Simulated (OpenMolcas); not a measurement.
# PBE/def2-TZVPD run of HNO2 (nitrous acid)

Aim: the vertical singlet–triplet gap of HNO2 (nitrous acid) at PBE/def2-TZVPD, from 2 runs. 

The calculation is run with OpenMolcas 26.06.

### Step 1. Starting point

HNO2 has 4 atoms, charge 0, and is taken as a singlet. SMILES: `O=NO`. The shape is that of a GFN2-xTB optimisation.

Bond lengths: O1–N2 1.181 Å, N2–O3 1.392 Å, O3–H4 0.968 Å. Angles: O1–N2–O3 113.7°, N2–O3–H4 106.9°.

### Step 2. A single-point energy at PBE/def2-TZVPD

job.inp reads:

```
* HNO2 Kohn-Sham DFT

&GATEWAY
 BasLib = $CurrDir
 Coord
 4
 bohr
 O      0.80256669     0.08634159     2.78037294
 N      0.60340845    -0.77747112     0.73185313
 O     -0.67514245     0.78595599    -0.95499199
 H     -0.73081378    -0.09482646    -2.55723408
 Basis = def2-TZVPD
 Group = NoSym

&SEWARD

&SCF
 KSDFT = PBE
 PrOrbitals = 0
```

The basis set def2-TZVPD is read from a file made from the Basis Set Exchange's data (not shown).

Started as:

```bash
$ export MOLCAS_MEM=1860
$ pymolcas job.inp > job.log
```

Output:

```text
--- Start Module: gateway ---
[...]
--- Stop Module: gateway /rc=_RC_ALL_IS_WELL_ ---
--- Start Module: seward ---
[...]
      Basis functions          126
--- Stop Module: seward /rc=_RC_ALL_IS_WELL_ ---
[...]
--- Start Module: scf ---
[...]
       Convergence after  16 Iterations
[...]
::    Total KS-DFT energy                            -205.6009664548
[...]
      Total spin, S                                     0.0000000000
[...]
      Total electronic charge=   24.000000
      Total            charge=   -0.000000
[...]
      Dipole Moment (debye):
      Origin of the operator (angstrom)=    0.1098    0.0334    0.4151
                   X= -3.6565E-01               Y= -5.6539E-01               Z= -2.1141E+00           Total=  2.2187E+00
      Quadrupole Moment (debye*angstrom):
[...]
--- Stop Module: scf /rc=_RC_ALL_IS_WELL_ ---
[...]
```

It took 26 s on 1 thread of Arm Neoverse V1, shared host; peak memory 0.85 GiB.

### Step 3. The triplet at the same level

job.input reads:

```
&GATEWAY
BasLib
$CurrDir
Coord
4
bohr
O      0.80256669     0.08634159     2.78037294
N      0.60340845    -0.77747112     0.73185313
O     -0.67514245     0.78595599    -0.95499199
H     -0.73081378    -0.09482646    -2.55723408
Basis
def2-TZVPD
Group
NoSym
&SEWARD
&SCF
UHF
Spin
3
KSDFT
PBE
PrOrbitals
0
```

The basis set def2-TZVPD is read from a file made from the Basis Set Exchange's data (not shown).

Started as:

```bash
$ export MOLCAS_MEM=1860
$ pymolcas job.input > job.log
```

Output:

```text
--- Start Module: gateway ---
[...]
--- Stop Module: gateway /rc=_RC_ALL_IS_WELL_ ---
--- Start Module: seward ---
[...]
      Basis functions          126
--- Stop Module: seward /rc=_RC_ALL_IS_WELL_ ---
[...]
--- Start Module: scf ---
[...]
       Convergence after  20 Iterations
[...]
::    Total KS-DFT energy                            -205.5109095434
[...]
      Total spin, S                                     1.0013472620
[...]
      Total electronic charge=   24.000000
      Total            charge=   -0.000000
[...]
      Dipole Moment (debye):
      Origin of the operator (angstrom)=    0.1098    0.0334    0.4151
                   X= -3.9490E-01               Y= -6.0758E-01               Z= -2.2783E+00           Total=  2.3908E+00
      Quadrupole Moment (debye*angstrom):
[...]
--- Stop Module: scf /rc=_RC_ALL_IS_WELL_ ---
[...]
```

It took 38 s on 1 thread of Arm Neoverse V1, shared host; peak memory 0.85 GiB.

### Step 4. Results

Level: PBE/def2-TZVPD.

| quantity | value |
| --- | --- |
| singlet: total energy | -205.60097 Eh |
| singlet: dipole moment | 2.22 D |
| singlet: HOMO energy | -6.49 eV |
| singlet: LUMO energy | -3.51 eV |
| singlet: HOMO–LUMO gap | 2.99 eV |
| triplet: total energy | -205.51091 Eh |
| triplet: dipole moment | 2.39 D |
| triplet: HOMO energy (highest over α and β) | -3.84 eV |
| triplet: ⟨S²⟩ | 2.004 |
| vertical energy of the triplet above the singlet | 2.451 eV |

In words: At this shape the triplet lies 2.45 eV (57 kcal/mol) above the singlet.
